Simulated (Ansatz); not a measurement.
# CH3BSi: functionals against CCSD(T) at one geometry

The task here is to estimate one member of a computed series from the others.

Computed with Ansatz 0.2.0, Gaussian basis. Level: single points in def2-TZVPP.

Correlated methods freeze the cores.

## Starting geometry

6 atoms, charge 0, spin multiplicity 1.

Atoms are counted from 1 here; the program's logs count them from 0.

Bond lengths: B1–C2 1.571 Å, B1–Si3 1.938 Å, B1–H4 1.015 Å, C2–Si3 1.734 Å, C2–H5 0.977 Å, Si3–H6 1.484 Å. Angles: C2–B1–Si3 58.1°, C2–B1–H4 142.1°, Si3–B1–H4 148.9°, B1–C2–Si3 71.6°, B1–C2–H5 146.6°, Si3–C2–H5 141.7°, B1–Si3–C2 50.3°, B1–Si3–H6 160.8°, C2–Si3–H6 123.3°.

Geometry (Å):

| atom | x (Å) | y (Å) | z (Å) |
| --- | --- | --- | --- |
| B1 | -0.79270 | -0.76500 | -0.38090 |
| C2 | 0.46430 | 0.15710 | -0.57760 |
| Si3 | -0.07720 | 0.31270 | 1.06250 |
| H4 | -1.60120 | -1.13230 | -0.87240 |
| H5 | 1.17000 | 0.45670 | -1.18380 |
| H6 | 0.79980 | 0.76790 | 2.17030 |

The first run:

The input, run/in.yaml:

```yaml
crystal:
  periodic: [false, false, false]
  atoms:
    - {symbol: B, position_ang: [-0.792700, -0.765000, -0.380900]}
    - {symbol: C, position_ang: [0.464300, 0.157100, -0.577600]}
    - {symbol: Si, position_ang: [-0.077200, 0.312700, 1.062500]}
    - {symbol: H, position_ang: [-1.601200, -1.132300, -0.872400]}
    - {symbol: H, position_ang: [1.170000, 0.456700, -1.183800]}
    - {symbol: H, position_ang: [0.799800, 0.767900, 2.170300]}
basis:
  gaussian: {orbitals: def2-TZVPP}
correlation: {method: ccsd_t}
output: {forces: true}
```

The command line of these runs was not kept.

Steps of the session up to this table: CCSD(T)/def2-TZVPP; PBE0-D4/def2-TZVPP; wB97M-V/def2-TZVPP; r2SCAN-D4/def2-TZVPP; PBE-D4/def2-TZVPP; BLYP-D4/def2-TZVPP; CAM-B3LYP-D4/def2-TZVPP.

One table of the session follows, with a row left open; its other results are not shown here.

| method | RMS force component (eV/Å) | angle to CCSD(T) forces (°) | dipole (D) |
| --- | --- | --- | --- |
| CCSD(T) | 3.161 | reference | 1.10 |
| PBE0-D4 | 3.318 | 3.2 | 1.16 |
| wB97M-V | 3.263 | 3.7 | 1.17 |
| r2SCAN-D4 | 3.262 | 2.6 | 1.10 |
| PBE-D4 | 3.261 | 2.1 | 1.11 |
| BLYP-D4 | ? | ? | ? |
| CAM-B3LYP-D4 | 3.312 | 4.8 | 1.21 |

Q: Estimate the row for BLYP-D4 from the others.

The run gave: RMS force component (eV/Å): 3.140; angle to CCSD(T) forces (°): 1.6; dipole (D): 1.07. In the column «RMS force component (eV/Å)» it is the lowest.
